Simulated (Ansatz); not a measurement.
## BaCa2: from a trial structure to a relaxed crystal

The calculation used Ansatz 0.2.0, DFT PBE, scalar-relativistic, plane waves, PAW. Cutoff 420 eV, Γ-centred k mesh, Gaussian smearing, no spin polarisation in the final step.

BaCa2 was placed on the MoSi2 (C11b) structure type (I4/mmm, No. 139), with Ba in place of Mo, Ca in place of Si, at a guessed volume.

```
CELL_PARAMETERS angstrom
-2.09906 2.09906 5.14925
2.09906 -2.09906 5.14925
2.09906 2.09906 -5.14925
ATOMIC_POSITIONS crystal
Ba 0.00000 0.00000 0.00000
Ca 0.66500 0.66500 0.00000
Ca 0.33500 0.33500 0.00000
```

Steps on the 6×6×6 mesh (3 atoms). 11 of 11 steps are shown, and the free energy counts from the last. Trial steps that were taken back and renewals of the plane-wave basis can be among the rows.

```tsv
step	ΔF (meV/atom)	V (Å³/atom)	P (GPa)	largest force component (eV/Å)
1	555.6	30.25	12.45	0.242
2	305.6	34.16	7.81	0.125
3	148.8	38.07	4.69	0.093
4	57.5	42.07	2.33	0.048
5	19.1	45.91	0.61	0.031
6	14.7	47.50	-0.01	0.019
7	4.7	47.50	0.34	0.020
8	1.7	48.53	0.05	0.013
9	0.6	49.02	-0.07	0.004
10	0.0	49.05	-0.06	0.007
11	0.0	49.05	-0.06	0.007
```

A final relaxation ran on a 14×14×14 mesh. The relaxed crystal, I4/mmm (No. 139):

```cif
data_structure
_symmetry_space_group_name_H-M 'I4/mmm'
_symmetry_Int_Tables_number 139
_cell_length_a 4.6802
_cell_length_b 4.6802
_cell_length_c 13.4037
_cell_angle_alpha 90.000
_cell_angle_beta 90.000
_cell_angle_gamma 90.000
_cell_volume 293.60
loop_
_atom_site_label
_atom_site_type_symbol
_atom_site_symmetry_multiplicity
_atom_site_Wyckoff_symbol
_atom_site_fract_x
_atom_site_fract_y
_atom_site_fract_z
_atom_site_occupancy
Ba1 Ba 2 a 0.00000 0.00000 0.00000 1
Ca1 Ca 4 e 0.50000 0.50000 0.17863 1
```

| Quantity | Value |
| --- | --- |
| Volume per atom | 48.93 Å³ |
| Density | 2.46 g/cm³ |
| Energy over the elements | 0.03 eV/atom |
| Gap on the 14×14×14 mesh | 0 eV (a metal) |

The zero of energy is the elements' standard structures at the same level; no fitted shifts are applied.

The final run used a 14×14×14 mesh on its 3-atom cell and 0.10 eV smearing. The k mesh leaves about 4 meV/atom of noise in metals.

A structure relaxed within its symmetry needn't be a true minimum.

Cost: 3 runs of about 4.7 core-minutes in all, on Arm Neoverse V2 (shared hosts).